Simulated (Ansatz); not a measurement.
Correlation energies of C4H7FO, SMILES `CC/C(O)=C/F` by basis set

```xyz
13

C    -0.096   -1.557    0.807
C    -0.621   -0.605   -0.261
C    -0.024    0.753   -0.168
O    -0.294    1.398    0.994
C     0.717    1.293   -1.128
F     1.230    2.536   -0.956
H    -0.582   -2.532    0.725
H    -0.287   -1.165    1.806
H     0.981   -1.704    0.701
H    -0.424   -1.002   -1.259
H    -1.709   -0.507   -0.165
H     0.142    2.257    0.976
H     0.968    0.835   -2.072
```

The species carries charge 0 and has multiplicity 1. Geometry: relaxed with PBE0-D4/def2-TZVP. It is one conformer, not always the lowest. Frozen core, restricted reference, Ansatz 0.2.0. CBS rows extrapolate triple and quadruple zeta; past MP2 they add the triple-zeta difference.

```csv
basis,HF (Eh),MP2 corr.
def2-SVP,-329.56755,-0.91644
def2-TZVPP,-329.95879,-1.15343
def2-QZVPP,-329.97390,-1.23983
```

Estimate the CCSD correlation energy and the (T) correction in each basis where they were run (hartree).


```csv
basis,CCSD corr.,(T)
def2-SVP,-0.96726,-0.02741
def2-TZVPP,-1.18992,-0.04658
CBS(def2),-1.34032,as TZ
```
